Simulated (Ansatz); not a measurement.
SiF2 (SMILES F[Si]F): the electronic atomisation energy, rung by rung

The species is SiF2 (3 atoms), meant as a singlet with charge 0. As SMILES, `F[Si]F`. The coordinates come from a GFN2-xTB relaxation.

```jsonl
{"atom": "Si", "x (Å)": "0.0042", "y (Å)": "-0.0077", "z (Å)": "-0.7448"}
{"atom": "F", "x (Å)": "1.1659", "y (Å)": "-0.0173", "z (Å)": "0.3806"}
{"atom": "F", "x (Å)": "-1.1702", "y (Å)": "0.0250", "z (Å)": "0.3642"}
```

Quantity: the electronic atomisation energy, in eV. The values are calculated. Electronic energies at fixed atoms, without zero-point motion or spin-orbit coupling.

```
           level                    kind  program  value (eV)  less FCI/STO-3G  CPU time (all runs)
      PBE/STO-3G                     GGA   Ansatz       12.87            +4.00                1.8 s
   revPBE/STO-3G                     GGA   Ansatz       12.35            +3.48                1.8 s
   r2SCAN/STO-3G                meta-GGA   Ansatz       12.07            +3.20                4.6 s
     PBE0/STO-3G           global hybrid   Ansatz       11.49            +2.62                1.4 s
CAM-B3LYP/STO-3G  range-separated hybrid   Ansatz       11.72            +2.85                1.7 s
  wB97M-V/STO-3G  range-separated hybrid   Ansatz       11.93            +3.06                 19 s
  RPA@PBE/STO-3G                     RPA   Ansatz        7.65            -1.22                2.5 s
     CCSD/STO-3G   coupled cluster or CI   Ansatz        8.60            -0.27               0.31 s
      FCI/STO-3G      exact in the basis   Ansatz        8.87             0.00               0.48 s
```

FCI/STO-3G is exact within its basis and frozen core, so for wave-function methods in that basis the difference is their error; functionals converge differently with the basis, so for them it is only a difference. The values span 7.65 to 12.87 eV. All rows use very small basis sets, so none should be taken for the real molecule's value. In so small a basis fixed costs decide the times, and correlated methods can beat functionals. CPU times are rough (shared hosts, several kinds of processor and program).
